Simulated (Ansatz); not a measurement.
AlO2H, relaxed as a singlet with RKS PBE-D4/def2-TZVP in Ansatz, starting from the GFN2-xTB geometry. Force threshold 0.02 eV/Å.

The structure holds 1 bond(s) between oxygen atoms. The restricted singlet is unstable towards broken spin symmetry at other levels; at PBE-D4/def2-TZVP this wasn't settled. Another isomer (singlet) lies 5.64 eV lower at PBE0-D4/def2-TZVP; other spin states weren't run for this one.

Start:

```xyz
4

Al    0.0362   -0.6956   -0.0818
O    -0.2606    2.0454    0.0050
O     0.1967    0.8516    0.4625
H     0.0277   -2.2014   -0.3856
```

```csv
step,energy (eV),largest force component (eV/Å),SCF passes
1,-10696.6690,0.854,48
2,-10696.8569,0.799,38
3,-10697.0443,1.229,38
4,-10697.2508,0.767,37
5,-10697.3828,0.589,38
6,-10697.4025,0.527,32
7,-10697.4099,0.227,33
8,-10697.4117,0.041,33
9,-10697.4118,0.030,33
10,-10697.4118,0.000,23
```

Force components are those of the run's own axes.

End:

```xyz
4

Al   -0.3409   -0.7286   -0.6663
O     0.0053    1.9954    0.3989
O     0.0248    0.7104    0.1770
H     0.3108   -1.9772    0.0903
```

By distances, no bond broke or formed. The bond that changes most is Al1–H4, from 1.54 to 1.60 Å (atoms count from 1).

No frequencies were taken in this run, so the end may be a saddle point.

It took 6 s on 4 threads of Arm Neoverse V1 on a shared host.
